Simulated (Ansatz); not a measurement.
```yaml
crystal:
  periodic: [false, false, false]
  atoms:
    - {symbol: Ge, position_ang: [0.000000, 0.000000, 0.000000]}
    - {symbol: Ge, position_ang: [0.000000, 0.000000, 2.232000]}
basis:
  gaussian: {orbitals: def2-TZVP}
total_charge: 1
magnetization: {spin_polarized: true, initial_magnetization: 1}
hamiltonian: {xc: pbe0}
relax: {f_tol: 0.004, max_steps: 80}
```

```sh
$ ansatz run in.yaml --threads 1 --pin off --events-out ev --progress --plain --max-ram 2176MiB
```

Steps of the relaxation (energy above the last step; positions in Å, forces in eV/Å):

```
2
step 1, 283.3 meV
Ge    0.000    0.000    0.000    0.000    0.000   -2.302
Ge    0.000    0.000    2.232    0.000    0.000    2.302
```

```
2
step 2, 52.7 meV
Ge    0.000    0.000   -0.071    0.000    0.000   -0.957
Ge    0.000    0.000    2.303    0.000    0.000    0.957
```

```
2
step 3, 1.9 meV
Ge    0.000    0.000   -0.118    0.000    0.000   -0.162
Ge    0.000    0.000    2.350    0.000    0.000    0.162
```

```
2
step 4, 0.0 meV
Ge    0.000    0.000   -0.130    0.000    0.000    0.004
Ge    0.000    0.000    2.362    0.000    0.000   -0.004
```

```
2
step 5, 0.0 meV
Ge    0.000    0.000   -0.129    0.000    0.000    0.000
Ge    0.000    0.000    2.361    0.000    0.000    0.000
```

Close pairs at the end: Ge1–Ge2 2.491 Å.

A stationary point of unrestricted PBE0 after 5 steps, with ⟨S²⟩ = 1.620 against 0.75 for a pure state. 1.7 min on 1 thread of Arm Neoverse V1, shared host.
